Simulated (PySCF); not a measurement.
# Electric properties by functional and basis

Species: anisole, C7H8O.
SMILES: `COc1ccccc1`

PySCF, dipoles from the SCF density, polarisabilities from static response with core orbitals frozen. The structure is a single PBE0-D3(BJ)/def2-SVP conformer in the gas phase; no vibrational or solvent corrections.

Reference polarisability: 13.100 Å³ (measured, gas; NIST CCCBDB Release 22 (SRD 101), experimental polarizabilities). The anisotropy is √(½[(α1 − α2)² + (α2 − α3)² + (α3 − α1)²]).

```
              level  μ (D)  α (au)  error (%)  anisotropy (au)
      LDA/def2-SVPD  1.336   89.84       +1.6            54.87
      PBE/def2-SVPD  1.297   88.95       +0.6            54.72
    B3LYP/def2-SVPD  1.283   87.05       -1.5            52.14
     PBE0/def2-SVPD  1.287   86.15       -2.6            51.42
BHandHLYP/def2-SVPD  1.288   84.48       -4.4            49.11
CAM-B3LYP/def2-SVPD  1.296   85.80       -2.9            50.52
  wB97X-D/def2-SVPD  1.292   85.95       -2.8            49.78
  LC-wPBE/def2-SVPD  1.310   83.86       -5.1            48.98
       HF/def2-SVPD  1.307   82.30       -6.9            45.35
        PBE0/6-31G*  1.307   71.39      -19.2            60.40
      PBE0/def2-SVP  1.362   75.09      -15.1            55.60
       PBE0/6-31+G*  1.353   83.02       -6.1            49.89
   PBE0/aug-cc-pVDZ  1.277   88.70       +0.3            51.48
     PBE0/def2-TZVP  1.270   84.07       -4.9            52.61
```

For the polarisability, the smallest error is 0.3% (PBE0/aug-cc-pVDZ) and the largest 19.2% (PBE0/6-31G*). The dipole runs from 1.27 D (PBE0/def2-TZVP) to 1.36 D (PBE0/def2-SVP). In one basis (def2-SVPD) the functionals order the polarisability from HF (lowest) to LDA (highest), a spread of 9%. With PBE0 the polarisability is 76.85 au without diffuse functions (mean of 6-31G*, def2-SVP and def2-TZVP) and 85.95 au with them (mean of 6-31+G*, def2-SVPD and aug-cc-pVDZ). Measured values can belong to vibrating molecules and may average over conformers; the computed ones are for one fixed geometry.
